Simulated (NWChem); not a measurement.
System: Si$_{2}$, triplet; SMILES [Si]=[Si]

The following NWChem deck was run.

```
start job
memory heap 200 mb stack 900 mb global 1100 mb
geometry units angstroms noautosym nocenter noautoz
  Si     0.000000     0.000000    -1.063181
  Si     0.000000     0.000000     1.063181
end
basis spherical
  Si library 6-31g*
end
dft
  odft
  mult 3
  xc b3lyp
  iterations 150
end
cosmo
  do_cosmo_smd true
  solvent propnol2
end
task dft energy
```

The state is orbitally degenerate and is run as one real component. Coordinates come from a PBE0-D3(BJ)/def2-TZVP, spin-unrestricted optimisation. No stability test was run on the SCF state. Solvent: 2-propanol.

Level: B3LYP/6-31G* with SMD (1 M gas to 1 M solution), gas-phase geometry. Reactions with the solvent are ignored.

Problem. Predict the main results of this run. (B3LYP/6-31G* (spherical d), spin-unrestricted, SMD on the gas-phase geometry.) Quantities: solvation free energy (kcal/mol); cavity-dispersion-structure term (kcal/mol).

Solution. 
- solvation free energy (kcal/mol): -2.4
- cavity-dispersion-structure term (kcal/mol): -1.6
